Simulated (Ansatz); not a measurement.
# SiNO (doublet): wave-function methods side by side, def2-TZVPP

The task here is to estimate one member of a computed series from the others.

The runs use Ansatz 0.2.0, Gaussian basis; def2-TZVPP, core rule «outside noble gas», up to 7 orbitals frozen.

Plan: UHF; ROHF; CCSD(T) on UHF.

2 further runs of the same task are left out: 2 set aside as unsound or not needed.

## What is computed

The geometry is a PBE0/def2-TZVP stationary point (not a proven minimum).

3 atoms, charge 0, spin multiplicity 2.

Atoms are counted from 1 here; the program's logs count them from 0.

Bond lengths: N1–Si2 1.640 Å, Si2–O3 1.509 Å. Angles: N1–Si2–O3 180.0°.

Set-up of the first run:

Input file in.yaml:

```yaml
crystal:
  periodic: [false, false, false]
  atoms:
    - {symbol: N, position_ang: [0.000000, 0.000000, 1.596300]}
    - {symbol: Si, position_ang: [0.000000, 0.000000, -0.043500]}
    - {symbol: O, position_ang: [0.000000, 0.000000, -1.552800]}
basis:
  gaussian: {orbitals: def2-TZVPP}
magnetization: {spin_polarized: true, initial_magnetization: 1}
hamiltonian: {xc: hf}
output: {orbitals: {seedname: orbitals}}
```

The run is started by

```
ansatz run in.yaml --threads 1 --pin off --events-out ev --progress --plain --max-ram 4096MiB --backend cpu
```

Among the steps run: UHF; ROHF; CCSD(T) on UHF.

One table of the session follows, with a row left open; its other results are not shown here.

It belongs to the step «Misses and costs». 

```
  method  from UCCSD(T) (kJ/mol)
    ROHF                 +1431.0
     UHF                 +1419.9
    UMP2                   +87.9
   UCCSD                       ?
UCCSD(T)                       0
```

Estimate the missing values for UCCSD.

**Answer.** from UCCSD(T) (kJ/mol): +73.4. In the column «from UCCSD(T) (kJ/mol)» it lies between UCCSD(T) (0) and UMP2 (+87.9).

With the free atoms at the same levels and basis (separate runs), the atomisation energy is 8.806 eV at UCCSD(T), 3.914 eV at ROHF.
